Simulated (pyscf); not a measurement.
Optimised with ωB97X-D3(BJ)/def2-SVP in PySCF. Correlated levels are frozen-core, on RHF or UHF. ΔMP2 is the change of the MP2 total energy from the triple- to the quadruple-zeta basis.

Question: For `[CH2]=[C][F]` [doublet] + `[FH]` → `[CH2]=[C]([F])[F]` + `[H]` [doublet], an atom transfer (doublet surface; F–H broken, C–F formed), PBE/def2-TZVP gives ΔE‡ = 1.55 eV and ΔE = +0.21 eV (zero: the separated reactants). In which direction and how far do r²SCAN/def2-TZVP, M06-2X/def2-TZVP, CCSD(T)/def2-TZVPP + ΔMP2(QZVPP) move these?

Answer: r²SCAN: ΔE‡ = 1.75 eV, ΔE = +0.32 eV; M06-2X: ΔE‡ = 2.15 eV, ΔE = +0.23 eV; CCSD(T): ΔE‡ = 2.32 eV, ΔE = +0.41 eV. PBE's barrier lies under all of them, by 0.20 to 0.77 eV. Its reaction energy lies under all of them, by 0.02 to 0.21 eV. Low barriers are usual for a GGA, whose delocalisation error favours stretched bonds. One saddle was located; it need not be the lowest between these sides. The angle at the transferred F is 178°. The CCSD(T) − MP2 part came from Ansatz, without density fitting, on the same reference. A UHF reference is spin-contaminated (<S²> up to 1.00), which harms MP2 most.
